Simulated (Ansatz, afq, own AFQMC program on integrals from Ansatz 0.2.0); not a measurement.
Two steps: Ansatz 0.2.0 writes the Fock matrix and Cholesky factors of the valence space, and afq projects on them the lowest state that overlaps trial and start.

```yaml
crystal:
  periodic: [false, false, false]
  atoms:
    - {symbol: Cu, position_ang: [-0.377161, 0.002910, 0.002316]}
    - {symbol: C, position_ang: [1.523640, -0.011756, -0.009355]}
    - {symbol: H, position_ang: [1.866198, -1.047900, -0.006366]}
    - {symbol: H, position_ang: [1.883641, 0.506670, 0.880916]}
    - {symbol: H, position_ang: [1.872582, 0.497849, -0.909073]}
basis:
  gaussian: {orbitals: def2-SVP}
magnetization: {spin_polarized: false}
correlation: {method: ccsd_t, electrons: outside_noble_gas, hamiltonian_folder: ham}
```

```sh
$ ansatz run in.yaml --threads 1 --pin off --events-out ev --progress --plain --max-ram 1843MiB
```

Options of the walk:

```
--method phaseless --trial cisd --walkers 60 --populations 1 --least-time 40 --time-step 0.005 --steps-per-block 50 --equilibration-blocks 40 --max-blocks 300 --target-error 0.00051 --factor-cut 1e-05 --seed 255 --release-times 0.24,0.6,1.2,1.8,2.6 --release-step 0.04 --release-every 4 --taylor-order 6
```

Times are imaginary, in 1/Eh. The walk had a cap of 2507 s.

Output of the walk:

```
orbitals 50  electrons 9 9  factors 434 of 652
reference energy -1678.24486278 Eh
CCSD correlation -0.45134330 Eh in 15 cycles, weight of the determinant in the CISD state 0.8433
energy of the start -1678.696206 Eh
 block  time / (1/Eh)  mean weight  energy / Eh
     1     0.250  1.0001  -1678.695277
     2     0.500  1.0012  -1678.709489
     3     0.750  1.0043  -1678.714899
     4     1.000  1.0048  -1678.720919
     5     1.250  0.9990  -1678.719176
     8     2.000  1.0040  -1678.726609
    17     4.250  0.9954  -1678.713646
    41    10.250  0.9973  -1678.706600
    65    16.250  1.0024  -1678.715884
    89    22.250  1.0029  -1678.703239
   113    28.250  0.9963  -1678.729494
   137    34.250  0.9983  -1678.704414
   161    40.250  0.9984  -1678.698481
   185    46.250  1.0004  -1678.707585
   209    52.250  1.0010  -1678.700942
   225    56.250  0.9989  -1678.693839
   233    58.250  0.9874  -1678.758769
   257    64.250  1.0022  -1678.698359
   281    70.250  1.0005  -1678.739892
   305    76.250  1.0027  -1678.720975
   329    82.250  0.9971  -1678.705138
   337    84.250  1.0015  -1678.697302
blocks merged  error / Eh  count
     1  0.000857  300
     2  0.000997  150
     4  0.001119  75
     8  0.001389  37
    16  0.001512  18
    32  0.000880  9
released: time / (1/Eh)  energy / Eh  error  mean overlap
  0.24  -1678.715161  0.001593  0.9952
  0.60  -1678.715939  0.001844  0.9824
  1.20  -1678.711010  0.003097  0.9687
  1.80  -1678.709882  0.004686  1.0151
  2.60  -1678.715592  0.008772  0.9769
energy -1678.713300 +/- 0.001512 Eh
(rows thinned)
```

The run passed its tests (sampling time, drift between the halves within three errors, error under three times the target), which doesn't prove that it has relaxed.

Against this walk (error 41.1 meV) on the same determinant: CCSD(T) 51.6 meV lower (within the noise). The error is statistical and leaves out the bias of the constraint. None of these is a sure reference here. The released energies get too noisy after the second time (errors over twice the walk's own, or jumping) (meV from the phaseless value at times in 1/Eh: -51 ± 43 at 0.24, -72 ± 50 at 0.60, 62 ± 84 at 1.20, 93 ± 128 at 1.80, -62 ± 239 at 2.60), so they give no level.

Cautions: constraint bias not in the error; error above the target (41.1 against 13.9 meV); no relativity below Rb; outer-core shells of the metal frozen; higher spins were not checked.

The walk took 12 min on 1 thread of Intel(R) Xeon(R) Platinum 8488C (Sapphire Rapids), on a shared host. The log's last line is the phaseless energy.

A walk keeps the symmetry of its determinant, which the program's search chose and which needn't be the lowest solution, so a lower state of the same spin and another symmetry isn't excluded.
